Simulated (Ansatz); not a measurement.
Geometry optimisation, RKS BHLYP/def2-SVP in Ansatz 0.2.0.

Input:

```yaml
crystal:
  periodic: [false, false, false]
  atoms:
    - { symbol: C, position_ang: [-0.58103, 0.81958, -0.48634] }
    - { symbol: Si, position_ang: [0.8817, -0.39406, -0.27911] }
    - { symbol: O, position_ang: [0.05038, -1.67075, 0.58434] }
    - { symbol: H, position_ang: [-1.28534, 0.46186, -1.24265] }
    - { symbol: H, position_ang: [-0.19543, 1.78085, -0.84509] }
    - { symbol: H, position_ang: [-1.15965, 1.01514, 0.42558] }
    - { symbol: H, position_ang: [1.60407, 0.27355, 0.90613] }
    - { symbol: H, position_ang: [0.68531, -2.28616, 0.93714] }
total_charge: -1
basis:
  gaussian: { orbitals: def2-SVP }
hamiltonian:
  xc: { name: BHLYP }
relax:
  f_tol: 0.015
  max_steps: 40
```

Launched with:

```bash
$ ansatz run input.yaml --threads 1 --pin off --max-ram 2048MiB --backend cpu --events-out ev --progress --plain --runs-dir out
```

Q: Where does it end, and by what steps?

A: The forces met the threshold. Limits of this set-up: an anion without diffuse functions, the dipole of an ion depends on the origin. After 11 steps the energy has fallen by 0.141 eV; H8 moved furthest, 0.49 Å.

```tsv
step	energy less start (eV)	largest force component (eV/Å)	accepted
0	0.0000	0.790	yes
1	-0.0362	1.189	yes
2	-0.0915	0.654	yes
3	-0.1146	0.298	yes
4	-0.0902	1.274	no
5	-0.1289	0.191	yes
6	-0.1373	0.188	yes
7	-0.1401	0.089	yes
8	-0.1397	0.065	no
9	-0.1404	0.036	yes
10	-0.1401	0.078	no
11	-0.1406	0.011	yes
```

```xyz
8
Properties=species:S:1:pos:R:3
C -0.558 0.785 -0.487
Si 0.966 -0.410 -0.178
O 0.183 -1.571 0.892
H -1.260 0.371 -1.225
H -0.210 1.751 -0.880
H -1.129 0.984 0.432
H 1.603 0.522 0.889
H 0.404 -2.432 0.557
```

Whether the end is a true minimum wasn't checked by a vibrational analysis.

The run took 28 s on 1 thread of Arm Neoverse V1 (shared host), peak memory 0.14 GiB.
